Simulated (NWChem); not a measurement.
# CAM-B3LYP/jorge-DZP run of C4H8 (methylcyclopropane)

What is the vertical ionisation energy of C4H8 (methylcyclopropane) at CAM-B3LYP/jorge-DZP? 

Program for the calculation: NWChem 7.3.0.

## Step 1: Starting point

C4H8 has 12 atoms, charge 0, and is taken as a singlet. SMILES: `CC1CC1`. Geometry: relaxed at PBE0-D4/def2-TZVP.

Bond lengths: C1–C2 1.501 Å, C2–C3 1.497 Å, C2–C4 1.497 Å, C3–C4 1.501 Å, C1–H5 1.094 Å, C1–H6 1.094 Å, C1–H7 1.094 Å, C2–H8 1.086 Å, C3–H9 1.083 Å, C3–H10 1.084 Å, C4–H11 1.084 Å, C4–H12 1.083 Å. Some angles: C1–C2–C3 120.0°, C1–C2–C4 120.1°, C3–C2–C4 60.2°, C2–C3–C4 59.9°, C2–C4–C3 59.9°, C1–C2–H8 114.8°, C3–C2–H8 115.5°, C4–C2–H8 115.5°, C2–C1–H5 111.4°, C2–C1–H6 111.4°.

## Step 2: The energy at CAM-B3LYP/jorge-DZP

Input file m1.nw:

```
start m1
memory stack 880 mb heap 220 mb global 1100 mb
geometry noautosym nocenter noautoz
  C     -0.930100     1.036200    -0.440400
  C     -0.402900    -0.134500     0.337700
  C      1.045700    -0.195600     0.710600
  C      0.495500    -1.131900    -0.325100
  H     -1.829400     0.769600    -1.002800
  H     -1.181000     1.872900     0.217600
  H     -0.184100     1.390700    -1.157200
  H     -1.092100    -0.541300     1.071500
  H      1.317400    -0.603500     1.676300
  H      1.683100     0.612900     0.371600
  H      0.763100    -0.952500    -1.360100
  H      0.391900    -2.178100    -0.065700
end
basis spherical bse
  * library jorge-DZP
end
dft
  xc xcamb88 1.00 lyp 0.81 vwn_5 0.19 hfexch 1.00
  cam 0.33 cam_alpha 0.19 cam_beta 0.46
  grid fine
  convergence energy 1e-08
  direct
  maxiter 100
  mulliken
  print low
end
task dft energy
```

Command:

```
$ nwchem m1.nw > m1.out
```

What it wrote:

```text
[...]
 d= 0,ls=0.0,diis     1   -157.0769129002 -2.82D+02  6.40D-03  3.40D-01     5.2
[...]
 d= 0,ls=0.0,diis     8   -157.1142664073 -5.72D-10  2.40D-07  4.73D-10    41.8
         Total DFT energy =     -157.114266407303
      One electron energy =     -456.641721354583
           Coulomb energy =      199.356440428944
    Exchange-Corr. energy =      -24.618235047642
 Nuclear repulsion energy =      124.789249565978
[...]
      Total Density - Mulliken Population Analysis
     ---------------------------------------------
    Atom       Charge   Shell Charges
 -----------   ------   -------------------------------------------------------
    1 C    6     6.08   0.93  1.05  0.69  0.35  2.57  0.45  0.05
    2 C    6     6.08   0.93  1.05  0.68  0.43  2.53  0.38  0.07
    3 C    6     6.07   0.93  1.05  0.68  0.39  2.55  0.42  0.06
    4 C    6     6.07   0.93  1.05  0.68  0.39  2.55  0.42  0.06
    5 H    1     0.95   0.73  0.19  0.02
    6 H    1     0.95   0.73  0.19  0.02
    7 H    1     0.96   0.73  0.21  0.02
    8 H    1     1.00   0.74  0.23  0.02
    9 H    1     0.96   0.74  0.20  0.02
   10 H    1     0.96   0.73  0.20  0.02
[...]
```

Run time: 43 s. Hardware: 1 thread of AMD EPYC 9R45 (Zen 5), shared host; peak memory 0.12 GiB.

## Step 3: The doublet cation at the same level

Input file c4h8.xyz:

```xyz
12

C     -0.930100     1.036200    -0.440400
C     -0.402900    -0.134500     0.337700
C      1.045700    -0.195600     0.710600
C      0.495500    -1.131900    -0.325100
H     -1.829400     0.769600    -1.002800
H     -1.181000     1.872900     0.217600
H     -0.184100     1.390700    -1.157200
H     -1.092100    -0.541300     1.071500
H      1.317400    -0.603500     1.676300
H      1.683100     0.612900     0.371600
H      0.763100    -0.952500    -1.360100
H      0.391900    -2.178100    -0.065700
```

Input file c4h8.nw:

```
echo
start c4h8
memory stack 880 mb heap 220 mb global 1100 mb
charge 1

geometry units angstroms noautosym nocenter noautoz
   load format xyz c4h8.xyz
end

basis spherical bse
   * library jorge-DZP
end

dft
   xc xcamb88 1.00 lyp 0.81 vwn_5 0.19 hfexch 1.00
   cam 0.33 cam_alpha 0.19 cam_beta 0.46
   mult 2
   grid fine
   convergence energy 1e-08
   direct
   maxiter 100
   mulliken
   noprint "final vectors analysis"
end

task dft energy
```

Command:

```
$ nwchem c4h8.nw > c4h8.out
```

What it wrote:

```text
[...]
          Wavefunction type:  spin polarized.
          No. of atoms     :    12
          No. of electrons :    31
[...]
          Charge           :     1
          Spin multiplicity:     2
[...]
          AO basis - number of functions:   100
[...]
              XC Information
              --------------
                     Hartree-Fock (Exact) Exchange  1.000
                   CAM-Becke88 Exchange Functional  1.000
                      VWN V Correlation Functional  0.190 local
              Lee-Yang-Parr Correlation Functional  0.810
[...]
 d= 0,ls=0.0,diis     1   -156.6648404165 -2.81D+02  3.70D-03  1.75D-01     5.8
[...]
 d= 0,ls=0.0,diis    12   -156.7411890255 -9.70D-09  3.79D-07  4.64D-10    72.8
[...]
         Total DFT energy =     -156.741189025458
      One electron energy =     -448.433309232130
           Coulomb energy =      191.185864182331
    Exchange-Corr. energy =      -24.282993541636
 Nuclear repulsion energy =      124.789249565978
[...]
      Total Density - Mulliken Population Analysis
     ---------------------------------------------
    Atom       Charge   Shell Charges
 -----------   ------   -------------------------------------------------------
    1 C    6     6.09   0.93  1.05  0.69  0.37  2.58  0.43  0.04
    2 C    6     6.04   0.93  1.05  0.73  0.48  2.43  0.35  0.08
    3 C    6     6.01   0.93  1.05  0.70  0.43  2.50  0.34  0.06
    4 C    6     6.01   0.93  1.05  0.70  0.43  2.50  0.34  0.06
    5 H    1     0.84   0.69  0.12  0.03
    6 H    1     0.84   0.69  0.12  0.03
    7 H    1     0.90   0.72  0.15  0.02
    8 H    1     0.88   0.72  0.14  0.02
    9 H    1     0.84   0.70  0.12  0.03
   10 H    1     0.85   0.71  0.12  0.03
[...]
      <S2> =      0.7528 (Exact =     0.7500)
[...]
```

Wall time 74 s (1 thread of AMD EPYC 9R45 (Zen 5), shared host); peak memory 0.12 GiB.

## Step 4: Results

At CAM-B3LYP/jorge-DZP:

```
                                          quantity          value
                        singlet C4H8: total energy  -157.11427 Eh
                      doublet cation: total energy  -156.74119 Eh
                              doublet cation: ⟨S²⟩          0.753
vertical ionisation energy (to the doublet cation)      10.152 eV
```

In words: The vertical ionisation energy comes to 10.15 eV (980 kJ/mol). Mulliken charges (singlet C4H8) run from -0.08 on C1 to +0.05 on H5; they depend strongly on the basis.
